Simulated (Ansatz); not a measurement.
**CH4B2: small, medium and large basis sets**

The task here is to estimate one member of a computed series from the others.

The runs use Ansatz 0.2.0, Gaussian basis; one geometry, several basis sets.

Plan: PBE0-D4/def2-SVP; ωB97M-V/def2-SVP; PBE0-D4/def2-QZVPP; ωB97M-V/def2-QZVPP; the functionals' def2-TZVPP values are taken from earlier runs.

1 further run of the same task is left out (it didn't finish).

### The geometry

An earlier PBE0-D4 in a triple-zeta def2 set relaxation fixed the geometry.

SMILES `B1BC1`, 7 atoms, charge 0, spin multiplicity 1.

Atoms are counted from 1 here; the program's logs count them from 0.

Bond lengths: B1–B2 1.543 Å, B1–C3 1.462 Å, B1–H4 1.180 Å, B2–C3 1.596 Å, B2–H5 1.188 Å, C3–H6 1.086 Å, C3–H7 1.146 Å. Angles: B2–B1–C3 64.1°, B2–B1–H4 159.8°, C3–B1–H4 136.1°, B1–B2–C3 55.5°, B1–B2–H5 170.0°, C3–B2–H5 134.6°, B1–C3–B2 60.4°, B1–C3–H6 139.0°, B1–C3–H7 120.7°, B2–C3–H6 160.6°, B2–C3–H7 60.3°, H6–C3–H7 100.3°.

As a file:

```xyz
7

B    -0.9144   -0.3370   -0.4128
B     0.4093    0.3673   -0.7758
C     0.0389   -0.1669    0.6822
H    -1.9899   -0.8046   -0.5386
H     1.3487    0.9202   -1.2469
H     0.1197   -0.3927    1.7416
H     1.0488    0.3457    0.5045
```

The first run:

The input, in.yaml:

```yaml
crystal:
  periodic: [false, false, false]
  atoms:
    - {symbol: B, position_ang: [-0.914352, -0.336970, -0.412780]}
    - {symbol: B, position_ang: [0.409269, 0.367306, -0.775811]}
    - {symbol: C, position_ang: [0.038918, -0.166918, 0.682190]}
    - {symbol: H, position_ang: [-1.989905, -0.804642, -0.538623]}
    - {symbol: H, position_ang: [1.348716, 0.920218, -1.246942]}
    - {symbol: H, position_ang: [0.119719, -0.392680, 1.741637]}
    - {symbol: H, position_ang: [1.048837, 0.345686, 0.504530]}
basis:
  gaussian: {orbitals: def2-SVP}
hamiltonian: {xc: pbe0, dispersion: d4}
output: {orbitals: {seedname: orbitals}}
```

On the command line:

```
> ansatz run in.yaml --threads 2 --pin off --events-out ev --progress --plain --max-ram 4352MiB
```

Among the steps run: PBE0-D4 in def2-SVP; ωB97M-V in def2-SVP; PBE0-D4 in def2-QZVPP; ωB97M-V in def2-QZVPP.

One table of the session follows, with a row left open; its other results are not shown here.

| functional | basis | HOMO (eV) |
| --- | --- | --- |
| PBE0-D4 | def2-SVP | -7.43 |
| PBE0-D4 | def2-TZVPP | -7.50 |
| PBE0-D4 | def2-QZVPP | -7.51 |
| ωB97M-V | def2-SVP | -9.65 |
| ωB97M-V | def2-TZVPP | ? |
| ωB97M-V | def2-QZVPP | -9.75 |

Estimate the missing values for ωB97M-V, def2-TZVPP.

**Answer.** HOMO (eV): -9.74. In the column «HOMO (eV)» it lies between ωB97M-V, def2-QZVPP (-9.75) and ωB97M-V, def2-SVP (-9.65).
